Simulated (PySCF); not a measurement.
Gas-phase reaction: 2 HCN + C₄H₁₀ (isobutane) ⇌ 2 NH₃ + 3 C₂H₂ (acetylene)

Computed with PySCF (xtb for GFN2) and rigid-rotor harmonic-oscillator thermochemistry at 1 bar. The comparison is the NASA 1993 polynomial table, which mixes measured and estimated data. † marks an energy on the PBE0/def2-TZVP geometry and frequencies; other levels use their own. CCSD(T) freezes the core. 6-31G* has spherical d functions here. All species are closed-shell singlets. B3LYP is the form with VWN-RPA correlation. CCSD(T) isn't extrapolated to the basis-set limit.

Levels: a) CCSD(T)/def2-SVP†; b) GFN2-xTB; c) HF/def2-TZVP†; d) ωB97X-V/def2-TZVP†; e) B3LYP/6-31G*.

### Question
Order the levels by the distance of their ΔH°(298 K) from the table for this reaction, closest first.

### Answer
c (+16 kJ), b (+46 kJ), d (+69 kJ), a (+104 kJ), e (+121 kJ)

The table gives 458 kJ. The order holds for this reaction alone, and for the 1993 entries, some of which have been revised since.
